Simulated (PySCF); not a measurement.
What binds MgF: the parts of the energy along the bond

State: ²Σ⁺, doublet, unpaired electrons σ ↑. ROHF-based CCSD(T) in PySCF 2.14 with Mg cc-pCVDZ, F aug-cc-pVDZ and Mg cc-pCVTZ, F aug-cc-pVTZ (frozen core orbitals: 2; no relativity). Correlation energies are extrapolated as n⁻³ (n = 2, 3), Hartree–Fock as (n+1)·exp(−9√n). CV is the change on freezing 1 orbitals instead, in Mg cc-pCVTZ, F cc-pwCVTZ. SR is the spin-free X2C energy in Mg cc-pCVTZ-DK, F cc-pVTZ-DK less the non-relativistic one in Mg cc-pCVTZ, F cc-pVTZ. All energies in eV from Mg + F.

```tsv
R (Å)	HF/CBS	CCSD corr.	(T)	CV	SR	total
1.5599	-3.103	-0.813	-0.1056	-0.0093	0.0176	-4.014
1.6308	-3.439	-0.830	-0.1120	-0.0082	0.0194	-4.370
1.7017	-3.581	-0.848	-0.1184	-0.0073	0.0206	-4.534
1.7726	-3.589	-0.867	-0.1249	-0.0065	0.0214	-4.566
1.8435	-3.506	-0.885	-0.1314	-0.0059	0.0218	-4.506
1.9322	-3.315	-0.907	-0.1393	-0.0053	0.0220	-4.345
2.0208	-3.066	-0.927	-0.1471	-0.0048	0.0220	-4.123
```

A fit to the total gives Re = 1.7578 Å, De = 4.568 eV, ωe = 708.5 cm⁻¹, Be = 0.5147 cm⁻¹ (masses 23.9850 and 18.9984 u).

**Question.** At R = 1.7726 Å the CCSD correlation energy is -0.399660 hartree in the smaller basis and -0.554058 in the larger. Extrapolate it.

**Answer.** (3³·E3 − 2³·E2)/(3³ − 2³) = -0.61907 hartree; the larger basis holds 89.5 % of it.

The T1 diagnostic is 0.014. The state was picked by a PBE0 search and need not be the measured ground state. Spin–orbit coupling, excitations beyond (T) and corrections to the Born–Oppenheimer picture are left out.
